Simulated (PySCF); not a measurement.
Basis-set dependence of excited states

C2H3B.
Numbering: `[BH2:1][C:2]#[CH:3]` (hydrogens: H4, H5 on B1; H6 on C3)

TDDFT with PBE0 (PySCF), vertical singlets, core orbitals frozen in the response, spherical d and f functions. Isolated species at its PBE0-D3(BJ)/def2-SVP geometry, gas phase.

| basis | functions | diffuse | S1 (eV) | S2 (eV) | S3 (eV) | S4 (eV) | S5 (eV) | LUMO (eV) | α (au) |
| --- | --- | --- | --- | --- | --- | --- | --- | --- | --- |
| 6-31G* | 48 | no | 3.82 | 5.52 | 6.29 | 7.06 | 7.44 | -2.09 | 29.9 |
| def2-SVP | 57 | no | 3.80 | 5.49 | 6.18 | 6.95 | 7.40 | -2.36 | 32.0 |
| 6-31+G* | 60 | yes | 3.80 | 5.45 | 6.22 | 7.01 | 7.28 | -2.39 | 34.1 |
| def2-SVPD | 84 | yes | 3.80 | 5.46 | 6.17 | 6.94 | 7.30 | -2.44 | 38.7 |
| aug-cc-pVDZ | 96 | yes | 3.77 | 5.42 | 6.16 | 6.96 | 7.19 | -2.45 | 39.5 |
| def2-TZVP | 111 | no | 3.79 | 5.43 | 6.18 | 6.97 | 7.28 | -2.42 | 36.6 |
| def2-TZVPD | 138 | yes | 3.79 | 5.42 | 6.18 | 6.96 | 7.24 | -2.44 | 39.6 |
| aug-cc-pVTZ | 207 | yes | 3.79 | 5.42 | 6.18 | 6.96 | 7.17 | -2.45 | 39.8 |

How much do these states and the polarisability depend on the basis?

States are compared by their number. Against the largest diffuse basis here (aug-cc-pVTZ, itself not a converged limit), sets without diffuse functions differ by up to 0.03 eV in S1 and 0.28 eV in S5; the smaller diffuse sets differ by up to 0.02 and 0.14 eV. State by state, the largest deviation of a set without diffuse functions is S1 0.03, S2 0.10, S3 0.11, S4 0.09, S5 0.28 eV. The same number needn't mean the same state in each row. Against aug-cc-pVTZ the polarisability deviates by -25% in 6-31G*, -20% in def2-SVP, -14% in 6-31+G*, -3% in def2-SVPD, -1% in aug-cc-pVDZ, -8% in def2-TZVP, 0% in def2-TZVPD. A single + in a Pople set puts diffuse functions on heavy atoms only.
